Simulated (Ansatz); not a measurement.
We consider bcc Nb, described by r²SCAN (Ansatz, a quantum-chemistry and plane-wave program, plane waves, PAW).

A relaxed, unreconstructed slab of the (110) face has 6 atoms, two equal faces of 7.721 Å² each and an energy of -27379.6323 eV. A bulk cell of 2 atoms with the same orientation and in-plane k mesh has -9127.2592 eV. Energies are extrapolated to zero smearing.

Numerical settings: plane-wave cutoff 500 eV, 20×20×1 k mesh (along the axes of the cell as run), Fermi–Dirac smearing 0.1 eV, scalar-relativistic PAW data made under PBE.

Worked out: γ = (E_slab − N E_bulk per atom)/2A = [-27379.6323 − 6 × (-9127.2592/2)]/(2 × 7.721) = 0.1389 eV/Å². With 16.022 J/m² per eV/Å² this is 2.23 J/m², or 1.07 eV per surface cell and face.
